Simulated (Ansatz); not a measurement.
## Nudged elastic band run: BFH4O

Input:

```yaml
crystal:
  periodic: [false, false, false]
  atoms:
    - { symbol: B, position_ang: [-0.007, 0.027301, 0.053035] }
    - { symbol: F, position_ang: [-0.380393, 0.484154, 1.293401] }
    - { symbol: H, position_ang: [1.147818, 0.187959, -0.243365] }
    - { symbol: H, position_ang: [-0.858349, 0.050501, -0.797791] }
    - { symbol: O, position_ang: [0.02866, -1.75142, 0.354897] }
    - { symbol: H, position_ang: [-0.873195, -1.988641, 0.636728] }
    - { symbol: H, position_ang: [0.584259, -1.863453, 1.147696] }
basis:
  gaussian: { orbitals: "6-31G*" }
hamiltonian:
  xc: b3lyp
  dispersion: d4
neb:
  order_check: false
  images: 5
  f_tol: 0.03
  max_iterations: 60
  final_atoms:
    - { symbol: B, position_ang: [0.03008383, -0.41434915, -0.49844643] }
    - { symbol: F, position_ang: [0.08836216, -0.0877547, 2.35811138] }
    - { symbol: H, position_ang: [1.08006673, 0.14717905, -0.51733164] }
    - { symbol: H, position_ang: [-0.95474128, -0.00213503, -1.04182242] }
    - { symbol: O, position_ang: [-0.00025345, -1.61293959, 0.1624098] }
    - { symbol: H, position_ang: [-0.87709417, -2.0267265, 0.13529717] }
    - { symbol: H, position_ang: [0.27537618, -0.8568731, 1.84638313] }
  initial_path:
    images:
      - { positions_ang: [[-0.007, 0.027301, 0.053035], [-0.380393, 0.484154, 1.293401], [1.147818, 0.187959, -0.243365], [-0.858349, 0.050501, -0.797791], [0.02866, -1.75142, 0.354897], [-0.873195, -1.988641, 0.636728], [0.584259, -1.863453, 1.147696]] }
      - { positions_ang: [[0.00880337, 0.01372075, 0.02945108], [-0.25345042, 0.3343776, 1.41263631], [1.12646231, 0.09942113, -0.35767219], [-0.89704776, 0.03912833, -0.74463025], [0.02704149, -1.70759746, 0.42590732], [-0.76022439, -2.05795153, 0.40935256], [0.39021541, -1.57469782, 1.26955616]] }
      - { positions_ang: [[0.02460673, 0.0001405, 0.00586716], [-0.12650785, 0.18460119, 1.53187162], [1.10510661, 0.01088327, -0.47197938], [-0.93574652, 0.02775567, -0.69146949], [0.02542299, -1.66377492, 0.49691764], [-0.64725379, -2.12726206, 0.18197711], [0.19617183, -1.28594265, 1.39141633]] }
      - { positions_ang: [[0.0404101, -0.01343975, -0.01771675], [0.00043473, 0.03482479, 1.65110693], [1.08375092, -0.0776546, -0.58628656], [-0.97444529, 0.016383, -0.63830874], [0.02380448, -1.61995238, 0.56792796], [-0.53428318, -2.19657259, -0.04539833], [0.00212824, -0.99718747, 1.51327649]] }
      - { positions_ang: [[0.03696801, -0.14707621, -0.17795998], [0.02974387, -0.00603504, 1.88677508], [1.08252286, -0.00271005, -0.56330159], [-0.96787728, 0.01021033, -0.7728133], [0.01578517, -1.61761479, 0.43275524], [-0.64855351, -2.13995723, 0.0148335], [0.09321089, -0.95041601, 1.62431204]] }
      - { positions_ang: [[0.03352592, -0.28071268, -0.33820321], [0.05905302, -0.04689487, 2.12244323], [1.0812948, 0.0722345, -0.54031661], [-0.96130928, 0.00403765, -0.90731786], [0.00776586, -1.61527719, 0.29758252], [-0.76282384, -2.08334186, 0.07506534], [0.18429353, -0.90364456, 1.73534759]] }
      - { positions_ang: [[0.03008383, -0.41434915, -0.49844643], [0.08836216, -0.0877547, 2.35811138], [1.08006673, 0.14717905, -0.51733164], [-0.95474128, -0.00213503, -1.04182242], [-0.00025345, -1.61293959, 0.1624098], [-0.87709417, -2.0267265, 0.13529717], [0.27537618, -0.8568731, 1.84638313]] }
```

Run as:

```bash
$ ansatz run input.yaml --threads 1 --pin off --max-ram 2048MiB --backend cpu --events-out ev --progress --plain --runs-dir out
```

Output, in part (warnings, iteration lines, the closing report on the highest movable image, with atoms numbered from 0):

```
NEB end point (image 0): max|allowed force component| = 2.505e-2 eV/Å (the criterion of neb.relax_end_points is 1.000e-2)
NEB end point (image 6): max|allowed force component| = 3.001e-2 eV/Å (the criterion of neb.relax_end_points is 1.000e-2)
NEB iter   1: max|band force component| = 7.037e0 eV/Å  barrier→ = 2.4519 eV  barrier← = 1.9978 eV  Δτ_max = 0.2000 Å  (151 SCF iters)
NEB iter   2: max|band force component| = 2.872e0 eV/Å  barrier→ = 1.3062 eV  barrier← = 0.8521 eV  Δτ_max = 0.0988 Å  (133 SCF iters)
NEB iter   3: max|band force component| = 1.542e0 eV/Å  barrier→ = 0.8945 eV  barrier← = 0.4404 eV  Δτ_max = 0.1175 Å  (126 SCF iters)
NEB iter   4: max|band force component| = 1.029e0 eV/Å  barrier→ = 0.7263 eV  barrier← = 0.2722 eV  Δτ_max = 0.0485 Å  (120 SCF iters)
NEB iter   5: max|band force component| = 8.163e-1 eV/Å  barrier→ = 0.6978 eV  barrier← = 0.2437 eV  CI = image 3  Δτ_max = 0.2000 Å  (116 SCF iters)
NEB iter   6: max|band force component| = 5.616e-1 eV/Å  barrier→ = 0.9325 eV  barrier← = 0.4784 eV  CI = image 3  Δτ_max = 0.0720 Å  (120 SCF iters)
NEB iter   7: max|band force component| = 4.360e-1 eV/Å  barrier→ = 0.8726 eV  barrier← = 0.4185 eV  CI = image 3  Δτ_max = 0.0576 Å  (117 SCF iters)
NEB iter   8: max|band force component| = 3.502e-1 eV/Å  barrier→ = 0.8684 eV  barrier← = 0.4143 eV  CI = image 3  Δτ_max = 0.0256 Å  (113 SCF iters)
NEB iter   9: max|band force component| = 1.256e-1 eV/Å  barrier→ = 0.8659 eV  barrier← = 0.4118 eV  CI = image 3  Δτ_max = 0.0103 Å  (110 SCF iters)
NEB iter  10: max|band force component| = 5.780e-2 eV/Å  barrier→ = 0.8656 eV  barrier← = 0.4115 eV  CI = image 3  Δτ_max = 0.0055 Å  (109 SCF iters)
NEB iter  11: max|band force component| = 1.784e-2 eV/Å  barrier→ = 0.8655 eV  barrier← = 0.4114 eV  CI = image 3  Δτ_max = 0.0000 Å  (206 SCF iters)
Total energy: -5505.58710433 eV, -202.3265942632 hartree
Atom 0 at     0.069113    -0.270174    -0.074550 Å, force     0.000469     0.001808     0.015644 eV/Å
Atom 1 at    -0.046003     0.103672     1.554472 Å, force    -0.002319    -0.008339    -0.008462 eV/Å
Atom 2 at     1.120924     0.151012    -0.438734 Å, force    -0.000400     0.000949    -0.005307 eV/Å
Atom 3 at    -0.958476     0.046818    -0.595438 Å, force    -0.001783     0.000525    -0.001390 eV/Å
Atom 4 at     0.133117    -1.715194     0.361119 Å, force     0.014708    -0.006430     0.006754 eV/Å
Atom 5 at    -0.703396    -2.171106     0.178239 Å, force    -0.011499     0.002896    -0.006166 eV/Å
Atom 6 at     0.026520    -0.998626     1.459492 Å, force     0.000825     0.008590    -0.001073 eV/Å
Dipole moment:    -0.304821    -0.394457     0.087674 e Å
```

The forces met the threshold. A vibrational analysis at the climbing image gives one clearly imaginary mode, 829i cm⁻¹: a first-order saddle point. The orbitals stay closed-shell, which can raise the energy where a bond breaks towards radicals; this wasn't checked here.

Final band (atoms are numbered from 1 in the order of the input):

| image | path coordinate (Å) | energy (kJ/mol) | B1–F2 (Å) | O5–H7 (Å) | F2–H7 (Å) |
| --- | --- | --- | --- | --- | --- |
| 0 | 0.00 | 0.0 | 1.37 | 0.97 | 2.54 |
| 1 | 0.56 | 0.8 | 1.37 | 0.97 | 2.30 |
| 2 | 1.12 | 13.6 | 1.42 | 0.99 | 1.74 |
| 3 | 1.68 | 83.5 | 1.68 | 1.32 | 1.11 |
| 4 | 2.12 | 56.6 | 2.10 | 1.71 | 0.96 |
| 5 | 2.57 | 44.9 | 2.56 | 1.91 | 0.94 |
| 6 | 3.02 | 43.8 | 2.88 | 1.87 | 0.94 |

Run time: 71 s on 1 thread of Arm Neoverse V1, with other jobs on the host, peak memory 0.086 GiB.
